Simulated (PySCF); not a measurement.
**Li2, CCSD(T): how much the basis matters**

PySCF, RHF reference; singlet, unpaired electrons none; De to Li + Li without counterpoise correction. Frozen cores follow the default of each basis and core potential.

```json
{"basis": "STO-3G", "relativity": "no relativity", "functions": "10", "Re (Å)": "2.641", "ωe (cm⁻¹)": "375", "De (eV)": "0.97", "frozen orbitals": "0"}
{"basis": "3-21G", "relativity": "no relativity", "functions": "18", "Re (Å)": "2.737", "ωe (cm⁻¹)": "341", "De (eV)": "0.90", "frozen orbitals": "0"}
{"basis": "def2-SVPD", "relativity": "no relativity", "functions": "24", "Re (Å)": "2.779", "ωe (cm⁻¹)": "318", "De (eV)": "0.89", "frozen orbitals": "0"}
{"basis": "def2-TZVP", "relativity": "no relativity", "functions": "28", "Re (Å)": "2.746", "ωe (cm⁻¹)": "320", "De (eV)": "0.84", "frozen orbitals": "0"}
{"basis": "jorge-DZP-DKH", "relativity": "spin-free X2C", "functions": "30", "Re (Å)": "2.713", "ωe (cm⁻¹)": "341", "De (eV)": "1.01", "frozen orbitals": "0"}
{"basis": "x2c-TZVPPall", "relativity": "spin-free X2C", "functions": "38", "Re (Å)": "2.712", "ωe (cm⁻¹)": "340", "De (eV)": "0.97", "frozen orbitals": "0"}
```

Problem. How does each smaller set differ from the one with most functions, x2c-TZVPPall?

Solution. STO-3G: -7.1 pm, +10.3 % in ωe, +0.00 eV in De; 3-21G: +2.5 pm, +0.3 % in ωe, -0.07 eV in De; def2-SVPD: +6.7 pm, -6.5 % in ωe, -0.08 eV in De; def2-TZVP: +3.4 pm, -5.9 % in ωe, -0.13 eV in De; jorge-DZP-DKH: +0.1 pm, +0.3 % in ωe, +0.04 eV in De. All at CCSD(T); the set with most functions is neither the basis-set limit nor always the best. The rows treat relativity differently, so the differences are not basis effects alone.

Measured (Huber and Herzberg, Constants of Diatomic Molecules (1979)): Re = 2.6729 Å, ωe = 351.43 cm⁻¹. Correlated steps freeze no core orbitals. Correlated levels converge slowly with the basis: in double zeta they bind strong bonds too weakly, by up to about 1 eV, and carry superposition errors of some tenths. Where the molecule has an RHF reference, its open-shell atoms are computed with UHF. 3-21G and STO-3G are very small, so such numbers show the basis as much as the molecule.
